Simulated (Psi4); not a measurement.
# C2HClF2 (SMILES FC(F)=CCl): the vertical energy of the triplet above the singlet from total energies

The species is C2HClF2 (6 atoms), meant as a singlet with charge 0. As SMILES, `FC(F)=CCl`. Geometry: relaxed at PBE0-D4/def2-TZVP.

Both states at this one shape; open shells run unrestricted unless said. 1 Eh = 27.2114 eV.

```
                              level  program  singlet C2HClF2 (Eh)  triplet C2HClF2 (Eh)
M06-2X/6-31G* (spherical functions)     Psi4           -736.510512           -736.333175
 B3LYP/6-31G* (Cartesian functions)     Psi4           -736.645397           -736.476833
```

Problem. Work out the vertical gap, second state less first, at each level.

Solution. 
1. M06-2X/6-31G* (spherical functions): -736.333175 − (-736.510512) = 0.177337 Eh = 4.83 eV.
2. B3LYP/6-31G* (Cartesian functions): -736.476833 − (-736.645397) = 0.168564 Eh = 4.59 eV.

No measured value is set beside it here; the levels span 4.59 to 4.83 eV.
